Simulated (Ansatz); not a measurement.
Input file:

```yaml
crystal:
  periodic: [false, false, false]
  atoms:
    - {symbol: Al, position_ang: [0.000000, 0.253448, 1.254324]}
    - {symbol: P, position_ang: [0.000000, 0.237157, -1.105408]}
    - {symbol: N, position_ang: [0.000000, -1.012664, 0.028204]}
basis:
  gaussian: {orbitals: "6-31++G**"}
total_charge: 1
magnetization: {spin_polarized: true, initial_magnetization: 3}
hamiltonian: {xc: {name: PBE0}, pseudopotentials: {relativity: none}}
correlation: {method: ccsd_t, electrons: valence}
accuracy: high
output: {forces: true}
```

```sh
$ ansatz run in.yaml --threads 1 --pin off --events-out ev --progress --plain --max-ram 2393MiB
```

(1) One thing in this input was set wrong on purpose, beside settings that are merely unusual. What is the gravest fault, and what does the program do?

Results:

(1) Multiplicity of wrong parity. How the run ends: refused.
```
Error: a molecule whose nuclei and cores have a total charge of 35 cannot have a net charge of 1 together with 3 unpaired electrons
```
